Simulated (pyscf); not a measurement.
`[OH][SiH]([F])[F]` + `[FH]` → `[OH][Si]([F])([F])[F]` + `[H][H]` (four-centre exchange; singlet surface; H–Si, F–H broken, F–Si, H–H formed). Structures and frequencies: ωB97X-D3(BJ)/def2-SVP in PySCF. Energies in kJ/mol from the separated reactants.

```json
[
 {"level": "r²SCAN/def2-TZVP", "barrier": "91.5", "reaction energy": "-140.2"},
 {"level": "B3LYP-D3(BJ)/def2-TZVP", "barrier": "115.7", "reaction energy": "-129.7"},
 {"level": "PBE0-D3(BJ)/def2-TZVP", "barrier": "105.8", "reaction energy": "-123.3"},
 {"level": "M06-2X/def2-TZVP", "barrier": "(withheld)", "reaction energy": "(withheld)"},
 {"level": "ωB97M-D3(BJ)/def2-TZVP", "barrier": "113.7", "reaction energy": "-129.2"},
 {"level": "HF/def2-TZVP", "barrier": "(withheld)", "reaction energy": "-130.3"}
]
```

Question: What belongs in the gaps?

Answer: 
- M06-2X/def2-TZVP, barrier: 118.1
- M06-2X/def2-TZVP, reaction energy: -140.5
- HF/def2-TZVP, barrier: 193.7

The functionals in the table span 26.6 kJ/mol in this barrier, from r²SCAN to M06-2X. On the reactant side the descent ends in a complex (not fully relaxed), 27.5 kJ/mol under the separated species and 143.3 kJ/mol under the saddle at ωB97X-D3(BJ)/def2-TZVP. The same reactants have a lower exit, to F–SiH(F)–F + H₂O (barrier +58.1 kJ/mol at ωB97M-D3(BJ)/def2-TZVP, against +113.7 kJ/mol here). This is the saddle that the search found; another between the same sides may lie lower.
